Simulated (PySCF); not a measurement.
Gas-phase reaction: 3 SiF(OH)3 + 2 O → SiF3OH + 4 H2O2 + 2 SiO

Energies from PySCF (xtb for GFN2), thermal terms from the rigid-rotor harmonic-oscillator model, ideal gas at 1 bar. † marks an energy on the PBE0/def2-TZVP geometry and frequencies; other levels use their own. CCSD(T) freezes the core. Open shells (unrestricted): O (multiplicity 3); the rest are closed-shell singlets. GFN2 has no spin-polarisation term. Spin-orbit splitting is ignored; it lowers the true energy and changes the entropy of O. B3LYP is the form with VWN-RPA correlation. SiF(OH)3, SiF3OH: computed as isolated molecules; such fragments, hydroxides, amides, oligomers or adducts are transient or little studied in the gas. CCSD(T) isn't extrapolated to the basis-set limit. Warning, large T1 diagnostic: SiO (CCSD(T)/def2-TZVPP†). Warning, point group unlike the PBE0 one: H2O2, SiF(OH)3 (GFN2-xTB, PBE/def2-SVP).

```json
[
 {"level": "B3LYP/def2-TZVP†", "ΔH°(298 K), kJ": "…"},
 {"level": "CCSD(T)/def2-TZVPP†", "ΔH°(298 K), kJ": "1473"},
 {"level": "GFN2-xTB", "ΔH°(298 K), kJ": "396"},
 {"level": "PBE/def2-SVP", "ΔH°(298 K), kJ": "…"},
 {"level": "PBE/def2-TZVP†", "ΔH°(298 K), kJ": "1227"}
]
```

What belongs in the gaps?


- B3LYP/def2-TZVP†, ΔH°(298 K), kJ: 1380
- PBE/def2-SVP, ΔH°(298 K), kJ: 1165
